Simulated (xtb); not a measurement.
O$_{2}$, charge +1, doublet, geometry from GFN2-xTB of the parent state (a state made from the parent by changing its charge; the spin is typed, not shown lowest); xtb with GFN0-xTB.

xtb was given this input:
```
$ xtb mol.xyz --gfn 0 --chrg 1 --uhf 1 --json

# file mol.xyz
2

O     -0.00000000    -0.00000000    -0.60495136
O      0.00000000     0.00000000     0.60495136
```

What the program printed (banner, timings and long lists left out):

```
   ID    Z sym.   atoms
    1    8 O      1, 2

           -------------------------------------------------
          |                Calculation Setup                |
           -------------------------------------------------

           -------------------------------------------------
          |                 G F N 0 - x T B                 |
           -------------------------------------------------

          ...................................................
          :                      SETUP                      :
          :.................................................:
          :  # basis functions                   8          :
          :  # atomic orbitals                   8          :
          :  # shells                            4          :
          :  # electrons                        11          :
          :  electronic temp.          300.0000000     K    :
          :  accuracy                    1.0000000          :
          :  -> integral cutoff          0.2500000E+02      :
          :  -> integral neglect         0.1000000E-07      :
          ...................................................

         :::::::::::::::::::::::::::::::::::::::::::::::::::::
         ::                     SUMMARY                     ::
         :::::::::::::::::::::::::::::::::::::::::::::::::::::
         :: total energy              -4.484996577720 Eh    ::
         :: gradient norm              0.212645825276 Eh/a0 ::
         :: HOMO-LUMO gap              0.000000000000 eV    ::
         ::.................................................::
         :: H0 energy                 -6.112354064299 Eh    ::
         :: repulsion energy           0.006949631878 Eh    ::
         :: electrostat energy         1.620467842765 Eh    ::
         :: -> Gsolv                   0.000000000000 Eh    ::
         ::    -> Gsasa                0.000000000000 Eh    ::
         ::    -> Gshift               0.000000000000 Eh    ::
         :: dispersion energy         -0.000059988065 Eh    ::
         :: short-range corr.          0.000000000000 Eh    ::
         :: add. restraining           0.000000000000 Eh    ::
         :: total charge               1.000000000000 e     ::
         :::::::::::::::::::::::::::::::::::::::::::::::::::::

           -------------------------------------------------
          |                Property Printout                |
           -------------------------------------------------

    * Orbital Energies and Occupations

         #    Occupation            Energy/Eh            Energy/eV
      -------------------------------------------------------------
         1        2.0000           -0.7286349             -19.8272
         2        2.0000           -0.6429538             -17.4957
         3        2.0000           -0.5072372             -13.8026
         4        2.0000           -0.5072372             -13.8026
         5        2.0000           -0.5010910             -13.6354
         6        0.5000           -0.3367288              -9.1629 (HOMO)
         7        0.5000           -0.3367288              -9.1629 (LUMO)
         8                          0.0615433               1.6747
      -------------------------------------------------------------
                  HL-Gap            0.0000000 Eh            0.0000 eV
             Fermi-level            0.0000000 Eh            0.0000 eV

     #   Z          covCN         q      C6AA      α(0)
     1   8 O        0.979     0.500     9.781     4.198
     2   8 O        0.979     0.500     9.781     4.198

 Mol. C6AA /au·bohr⁶  :         39.122870
 Mol. C8AA /au·bohr⁸  :        789.520825
 Mol. α(0) /au        :          8.395475

Wiberg/Mayer (AO) data.
largest (>0.10) Wiberg bond orders for each atom

 ---------------------------------------------------------------------------
     #   Z sym  total        # sym  WBO       # sym  WBO       # sym  WBO
 ---------------------------------------------------------------------------
     1   8 O    2.250 --     2 O    2.250
     2   8 O    2.250 --     1 O    2.250
 ---------------------------------------------------------------------------

Topologies differ in total number of bonds
Writing topology from bond orders to xtbtopo.mol

 dipole moment from electron density (au)
     X       Y       Z
  -0.0000  -0.0000  -0.0000  total (Debye):    0.000

           -------------------------------------------------
          | TOTAL ENERGY               -4.484996577720 Eh   |
          | GRADIENT NORM               0.212645825276 Eh/α |
          | HOMO-LUMO GAP               0.000000000000 eV   |
           -------------------------------------------------

normal termination of xtb
```
